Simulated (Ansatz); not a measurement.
Species: HO, net charge 0, doublet state. 
Coordinates optimised at B3LYP-D3(BJ)/def2-TZVP (Ansatz, a first-principles code):
```
O
H 1 0.9767
```
Charge 0, spin multiplicity 2.

Quantity: vertical ionisation energy (to the triplet state of charge +1; each state is the SCF solution reached for its spin), in eV. Correlated levels leave the core frozen unless marked. UHF or UKS for open shells. Spin-orbit coupling is left out. Non-relativistic. CBS marks a two-point X^-3 extrapolation of the correlation energy; Hartree-Fock from the larger set.

```
level                                 program  vertical ionisation energy (eV)
------------------------------------  -------  -------------------------------
SVWN5/def2-TZVPD                       Ansatz                            13.49
PBE0/def2-TZVPD                        Ansatz                            13.07
CCSD/def2-TZVPPD                       Ansatz                              [?]
CCSD/def2-QZVPPD                       Ansatz                            12.93
CCSD(T)/CBS(aug-cc-pVTZ,aug-cc-pVQZ)   Ansatz                              [?]
```

Question: Some entries are withheld; supply them.

Answer: 
- CCSD/def2-TZVPPD, vertical ionisation energy (eV): 12.84
- CCSD(T)/CBS(aug-cc-pVTZ,aug-cc-pVQZ), vertical ionisation energy (eV): 13.09
